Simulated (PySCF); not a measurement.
Gas-phase reaction: 4 AlHCl2 = 2 AlH2Cl + 2 AlCl2 + Cl2

Energies from PySCF, thermal terms from the rigid-rotor harmonic-oscillator model, ideal gas at 1 bar. † marks an energy on the PBE0/def2-TZVP geometry and frequencies; other levels use their own. MP2 and CCSD(T) freeze the core. 6-31G* has spherical d functions here. Open shells (unrestricted): AlCl2 (multiplicity 2); the rest are closed-shell singlets. B3LYP is the form with VWN-RPA correlation. AlHCl2, AlH2Cl: computed as isolated molecules; such fragments, hydroxides, amides, oligomers or adducts are transient or little studied in the gas. MP2 isn't extrapolated to the basis-set limit. CCSD(T) isn't extrapolated to the basis-set limit.

| level | ΔH°(298 K), kJ |
|---|---|
| B3LYP/6-31G* | 715 |
| BLYP/def2-TZVP† | (withheld) |
| CCSD(T)/def2-SVP† | 772 |
| M06-2X/def2-TZVP† | 728 |
| MP2/def2-TZVPP† | 768 |
| PBE/def2-SVP | (withheld) |
| PBE/def2-TZVP† | (withheld) |
| PBE0/def2-TZVP | (withheld) |
| LDA/def2-TZVP† | 730 |

Question: Fill in the missing entries.

Answer: 
- BLYP/def2-TZVP†, ΔH°(298 K), kJ: 683
- PBE/def2-SVP, ΔH°(298 K), kJ: 721
- PBE/def2-TZVP†, ΔH°(298 K), kJ: 689
- PBE0/def2-TZVP, ΔH°(298 K), kJ: 716
